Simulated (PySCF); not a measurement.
Predicted microwave data (PySCF, PBE0-D3(BJ)/def2-SVP geometry optimisation, gas phase) for one isomer of C3H2O3:

```
Rotational constants : A = 9498, B = 4220, C = 2922 MHz
Dipole components    : |μa| = 4.58 D, |μb| = 0.00 D, |μc| = 0.00 D
Inertial defect      : 0.00 u·Å²
κ                    : -0.61
```

Question: Which structure is it? (One computed conformer of each.)
A. `[O:1]=[C:2]=[CH:3][O:4][CH:5]=[O:6]` with C2–C3–O4–C5 0°, C3–O4–C5–O6 0°
B. vinylene carbonate, `O=c1occo1`

Answer: B. It is O=c1occo1, an asymmetric top, point group C2v. The candidates at the same level (rigid rotor, commonest isotopes):

| SMILES | A (MHz) | B (MHz) | C (MHz) | μa (D) | μb (D) | μc (D) | Δ (u·Å²) | point group | rotor |
| --- | --- | --- | --- | --- | --- | --- | --- | --- | --- |
| O=c1occo1 | 9498 | 4220 | 2922 | 4.58 | 0.00 | 0.00 | 0.00 | C2v | asymmetric top |
| O=C=COC=O | 7965 | 3373 | 2370 | 2.16 | 1.70 | 0.00 | 0.00 | Cs | asymmetric top |

`O=C=COC=O` has B 20 % too low. In the right answer the symmetry axis of this C2v structure is a, so μb and μc vanish by symmetry. No structure here is proved a minimum.
